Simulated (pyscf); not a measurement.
H₂N–Ga(NH₂)–NH₂ + H₂O -> NH₃ + H₂N–Ga(NH₂)–OH, a four-centre exchange (singlet surface; Ga–N, H–O broken, H–N, Ga–O formed). Single points on ωB97X-D3(BJ)/def2-SVP structures (PySCF, gas phase). Energies in eV from the separated reactants.

Small-basis levels: PySCF, no dispersion term, spherical d functions. 

Quick B3LYP/6-31G*+LANL2DZ single points give ΔE‡ = -0.61 eV and ΔE = -0.54 eV. What does ωB97M-D3(BJ)/def2-TZVP give, and how far is the quick result from it?

ωB97M-D3(BJ)/def2-TZVP gives ΔE‡ = -0.25 eV and ΔE = -0.31 eV. B3LYP/6-31G*+LANL2DZ lies 0.36 eV under it in the barrier and 0.23 eV under it in the reaction energy, so on this step it does not hold to within 0.13 eV. ωB97M-D3(BJ)/def2-TZVP has limits of its own. On the reactant side the descent ends in an adduct with a Ga–O contact, 0.56 eV under the separated species and 0.27 eV under the saddle at ωB97X-D3(BJ)/def2-TZVP. On the product side the descent ends in an adduct with a Ga–N contact, 0.94 eV under the separated species and 0.94 eV under the saddle at ωB97X-D3(BJ)/def2-TZVP. At ωB97M-D3(BJ) the saddle lies under the separated reactants, which points to a path from their complex (located at ωB97X-D3(BJ) alone). What is counted as formed (Ga–O) is already present as a longer contact in the reactant adduct; forming that adduct is a step of its own. What is counted as broken (Ga–N) persists as a longer contact in the product adduct; parting that adduct is a step of its own. One saddle was located; it need not be the lowest between these sides. In the def2 sets elements up to Kr have no core potential.
